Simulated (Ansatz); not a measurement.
A nudged elastic band was laid between two geometries of C$_{2}$H$_{3}$ClFNO (9 atoms, charge 0, multiplicity 1).

All numbers below come from Ansatz 0.2.0, RKS BLYP-D4/def2-SVP.

```yaml
movable_images: 5
climbing_image: yes
spring: 5.0 eV/Å²
optimiser: quadratic models (default)
start_path: IDPP
force_threshold: 0.03 eV/Å
iteration_limit: 60
end_points: relaxed
```

First end point:

```xyz
9
Properties=species:S:1:pos:R:3
N 0.506 -1.029 -1.142
C 0.249 -0.476 -0.022
O 0.710 -0.963 1.156
C -0.594 0.779 0.204
F -1.246 1.106 -0.959
Cl 0.482 2.156 0.714
H 0.059 -0.509 -1.913
H 1.255 -1.748 0.928
H -1.332 0.639 1.017
```

Last end point:

```xyz
9
Properties=species:S:1:pos:R:3
N 0.122 -1.285 -1.275
C 0.265 -0.648 -0.182
O 1.007 -1.164 0.832
C -0.462 0.665 0.158
F -0.974 1.236 -0.972
Cl 0.695 1.842 0.982
H -0.500 -0.760 -1.908
H 1.216 -0.439 1.461
H -1.282 0.506 0.888
```

(1) What changes between the two ends?

(2) Give the energies along the band, and the barrier.

(3) What is the geometry of the highest image?

(4) What are the harmonic wavenumbers there?

## Answers

(1) No bond is made or broken. The dihedral N1–C2–O3–H8 goes from 2 to 164°.

(2) The run converged. The highest image is number 3 of 0 to 6, 9.4 kcal/mol above the first end and 5.1 kcal/mol above the last; the last end lies 4.3 kcal/mol above the first. A vibrational analysis at the climbing image gives one clearly imaginary mode, 509i cm⁻¹: a first-order saddle point.

```json
{"image": "0", "path coordinate (Å)": "0.00", "energy (kcal/mol)": "0.0", "dihedral N1–C2–O3–H8 (°)": "2"}
{"image": "1", "path coordinate (Å)": "0.39", "energy (kcal/mol)": "1.9", "dihedral N1–C2–O3–H8 (°)": "21"}
{"image": "2", "path coordinate (Å)": "0.79", "energy (kcal/mol)": "6.7", "dihedral N1–C2–O3–H8 (°)": "54"}
{"image": "3", "path coordinate (Å)": "1.18", "energy (kcal/mol)": "9.4", "dihedral N1–C2–O3–H8 (°)": "91"}
{"image": "4", "path coordinate (Å)": "1.54", "energy (kcal/mol)": "7.6", "dihedral N1–C2–O3–H8 (°)": "121"}
{"image": "5", "path coordinate (Å)": "1.89", "energy (kcal/mol)": "4.9", "dihedral N1–C2–O3–H8 (°)": "149"}
{"image": "6", "path coordinate (Å)": "2.24", "energy (kcal/mol)": "4.3", "dihedral N1–C2–O3–H8 (°)": "164"}
```

(3) 
```xyz
9
Properties=species:S:1:pos:R:3
N 0.106 -1.217 -1.213
C 0.088 -0.628 -0.087
O 0.520 -1.237 1.069
C -0.467 0.771 0.178
F -1.050 1.291 -0.949
Cl 0.924 1.846 0.706
H -0.311 -0.595 -1.929
H 1.472 -1.055 1.195
H -1.194 0.778 1.014
```

(4) 509i, 90, 191, 292, 343, 467, 526, 643, 732, 868, 917, 1027, 1076, 1149, 1199, 1270, 1347, 1700, 3022, 3347, 3665 cm⁻¹.

The run took 2.2 min on 2 threads of Arm Neoverse N1, on a shared host, peak memory 0.14 GiB.
